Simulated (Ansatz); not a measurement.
`[SiH3]OP` + H₂S → `PS` + `O[SiH3]` at 298.15 K and 1 bar (ligand exchange at a P–O bond).

Calculated with Ansatz (gas phase, PBE0-D4/def2-TZVP geometries, no zero-point term in ΔE). CCSD(T)/CBS adds triple-zeta CCSD(T) − MP2 to the extrapolated MP2 energy (def2 sets, frozen cores). This one scheme is used for every species. Each species was taken in one conformer, which may not be the lowest.

```tsv
species	CCSD(T)/CBS energy (Eh)	H − E (kJ/mol)	S (J/(mol·K))
`[SiH3]OP`	-708.22479	141.5	324.8
H₂S	-398.97279	49.9	205.7
`PS`	-740.51379	83.7	266.5
`O[SiH3]`	-366.69042	113.6	257.8
```

H − E and S are ideal-gas, rigid-rotor, harmonic terms from PBE0-D4/def2-TZVP, for one conformer and one mirror image of each species. 1 Eh = 2625.50 kJ/mol, R = 8.31446 J/(mol·K).

Problem. By hand: ΔE, ΔH, ΔS and ΔG.

Solution. ΔE = (-740.51379) + (-366.69042) − (-708.22479) − (-398.97279) = -0.00663 Eh = -17.4 kJ/mol. Δ(H − E) = 83.7 + 113.6 − 141.5 − 49.9 = 5.9, so ΔH = -11.5 kJ/mol. ΔS = 266.5 + 257.8 − 324.8 − 205.7 = -6.2 J/(mol·K). ΔG = -11.5 − 298.15 × (-6.2)/1000 = -9.7 kJ/mol.

Problem. By hand: the equilibrium constant, and the temperature at which ΔG would vanish if ΔH and ΔS stayed fixed.

Solution. log₁₀ K = −ΔG/(RT ln 10) = 1.7. ΔG = 0 at ΔH/ΔS = 1855 K, though so small a ΔS makes that figure unsure.

The number of gas molecules stays the same, so ΔS is small and ΔH decides. A doubt of 5 kJ/mol in ΔE shifts log₁₀ K by 0.9 here. Other conformers and mirror images would add mixing entropy, several J/(mol·K) or more a flexible species. Modes under 60 cm⁻¹, often nearly free rotors, make the harmonic entropy too high. These are equilibria of isolated gas molecules and say nothing of rates. Largest T1 diagnostic: 0.012 (customary marks: 0.02 for closed shells, 0.045 for open ones).
